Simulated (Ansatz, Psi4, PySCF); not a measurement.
Process, species as SMILES: [SiH3] (SiH3) → [SiH3] (SiH3) as singlet, charge +1 + e-

Wanted: adiabatic ionisation energy (0 K, with zero-point energies), in eV. Set-up: open shells spin-unrestricted; non-relativistic; no spin-orbit coupling; 6-31G* and kin with 6d, 5d where marked; dispersion terms only where a functional's name holds one. First-principles rows: single points at B3LYP-D3(BJ) geometries (Ansatz, a program for electronic structure), with unscaled harmonic terms from B3LYP/6-31G* at its own minima.

| species | coefficient | E at wB97X-D/6-31G* (Psi4), Eh | E at M06-2X/def2-TZVPD (PySCF), Eh | zero-point energy, kcal/mol |
|---|---|---|---|---|
| [SiH3] (SiH3) | -1 | -291.20314 | -291.20615 | 13.36 |
| [SiH3] (SiH3) as singlet, charge +1 | +1 | -290.90663 | -290.90978 | 14.02 |

Measured values: CCCBDB table in ASE; they hold spin-orbit and core effects.  Value to compare with, the measured value: 8.14 eV. 1 Eh = 27.2114 eV and 1 eV = 23.0605 kcal/mol.

Work the quantity out at each level, and compare with the measured value.


- wB97X-D/6-31G*: the sum of coefficient times E is 0.29651 Eh, or 8.068 eV; the thermal terms add 0.029. Result: 8.10 eV. Its error against the measured value is -0.04 eV.
- M06-2X/def2-TZVPD: the sum of coefficient times E is 0.29637 Eh, or 8.065 eV; the thermal terms add 0.029. Result: 8.09 eV. Its error against the measured value is -0.05 eV.
